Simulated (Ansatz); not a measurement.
`COCC(=N)Cl` and `N=C(Cl)CO` differ in one atom or group.

Ansatz, PBE0-D4/def2-TZVP geometries, multiplicity 1. Each molecule was computed in one conformer, which needn't be the lowest.

```tsv
property	`COCC(=N)Cl`
HOMO energy (PBE0/def2-TZVPP) / eV	-8.23
HOMO energy (ωB97M-V/def2-TZVPP) / eV	-10.64
ideal-gas entropy at 298 K and 1 bar (rigid rotor, harmonic PBE0-D4/def2-TZVP) / J/(mol·K)	350
size of the dipole moment (B3LYP/def2-TZVPP) / D	3.91
HOMO–LUMO gap (PBE0/def2-TZVPP) / eV	7.94
LUMO energy (B3LYP/def2-TZVPP) / eV	-0.54
```

Task: What does the change do to each property? (An estimate is asked.)

Result: Computed: 
| property | `N=C(Cl)CO` | shift |
| --- | --- | --- |
| HOMO energy (PBE0/def2-TZVPP) / eV | -8.18 | 0.05 |
| HOMO energy (ωB97M-V/def2-TZVPP) / eV | -10.62 | 0.02 |
| ideal-gas entropy at 298 K and 1 bar (rigid rotor, harmonic PBE0-D4/def2-TZVP) / J/(mol·K) | 315 | -35 |
| size of the dipole moment (B3LYP/def2-TZVPP) / D | 1.73 | -2.18 |
| HOMO–LUMO gap (PBE0/def2-TZVPP) / eV | 7.45 | -0.49 |
| LUMO energy (B3LYP/def2-TZVPP) / eV | -0.99 | -0.45 |

With PBE0 the HOMO rises by 0.05 eV and the LUMO falls by 0.44 eV, so the gap narrows by about 0.49 eV. PBE moves the HOMO by 0.12 eV and ωB97M-V by 0.02 eV. The zero-point energy changes by -73.5 kJ/mol with -9 modes. Dipoles are sizes alone; their direction can turn.

Positive LUMOs are unbound, so they and the gaps depend on the basis.

B3LYP here is the variant with VWN-RPA as its local correlation; programs differ in this.
